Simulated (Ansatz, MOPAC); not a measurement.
Barrier height from CH4FO, charge -1 to the transition structure CH4FO, without zero-point energy, on the benchmark's geometries as Psi4's copy of the set gives them.
Transition structure (charge -1, multiplicity 1, Z-matrix in Å and degrees):
```
C
H 1 1.0701
H 1 1.0702 2 120.50
H 1 1.0702 2 119.41 3 170.28
F 1 1.7599 2 92.49 4 95.38
O 1 1.9858 2 88.45 4 -82.97
H 6 0.9604 1 104.34 2 -60.90
```
Reactant (charge -1, multiplicity 1):
```csv
atom,x (Å),y (Å),z (Å)
C,-1.2980,-0.3895,0.0000
O,-0.4772,0.7280,0.0001
H,-2.3519,-0.0802,-0.0086
H,-1.1409,-1.0358,-0.8781
H,-1.1532,-1.0275,0.8864
H,0.5106,0.3712,0.0002
F,1.7490,-0.1905,0.0000
```

Open shells are unrestricted; no spin–orbit coupling.

The state that PM7 reach isn't checked; PM7 holds dispersion and hydrogen-bond terms.

Run with Ansatz (an electronic-structure program); MOPAC for PM7 (differences of heats of formation). 

Task: One of these levels gives 186.7 kJ/mol for the barrier height. Name it.
A) B97M-V/def2-TZVPPD
B) HF/aug-cc-pVTZ
C) PM7

Result: A, B97M-V/def2-TZVPPD. The others give 159.5 (PM7), 224.2 (HF/aug-cc-pVTZ)
